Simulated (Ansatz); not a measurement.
# Bismuth, A7 rhombohedral: convergence with the plane-wave cutoff

Computed with Ansatz, PBE, scalar-relativistic PAW, on the relaxed cell (a = 4.585 Å, c = 12.140 Å (c/a = 2.648); spin not included). Errors count from a run at 420 eV on a Γ-centred 14×14×14 mesh with Fermi-Dirac smearing of 0.1 eV, extrapolated to zero width. Fixed here: mesh 8×8×8, Fermi-Dirac width 0.1 eV. The pressure holds a Pulay correction and is unreliable far below the recommended cutoff. The SCF starts from atomic densities corrected by a trained network.

```json
{"cutoff (eV)": "150", "E(σ→0) error (meV/atom)": "68225.1", "P (GPa)": "9.39", "SCF iterations": "8"}
{"cutoff (eV)": "200", "E(σ→0) error (meV/atom)": "9016.3", "P (GPa)": "0.75", "SCF iterations": "8"}
{"cutoff (eV)": "250", "E(σ→0) error (meV/atom)": "1051.9", "P (GPa)": "0.37", "SCF iterations": "7"}
{"cutoff (eV)": "300", "E(σ→0) error (meV/atom)": "83.6", "P (GPa)": "-0.07", "SCF iterations": "7"}
{"cutoff (eV)": "350", "E(σ→0) error (meV/atom)": "-1.2", "P (GPa)": "0.00", "SCF iterations": "7"}
{"cutoff (eV)": "420", "E(σ→0) error (meV/atom)": "-5.1", "P (GPa)": "-0.01", "SCF iterations": "6"}
{"cutoff (eV)": "500", "E(σ→0) error (meV/atom)": "-6.4", "P (GPa)": "-0.01", "SCF iterations": "7"}
{"cutoff (eV)": "600", "E(σ→0) error (meV/atom)": "-6.6", "P (GPa)": "-0.01", "SCF iterations": "6"}
{"cutoff (eV)": "800", "E(σ→0) error (meV/atom)": "-6.7", "P (GPa)": "-0.01", "SCF iterations": "7"}
```

Within 5 meV/atom of the last row: from 420 eV on.
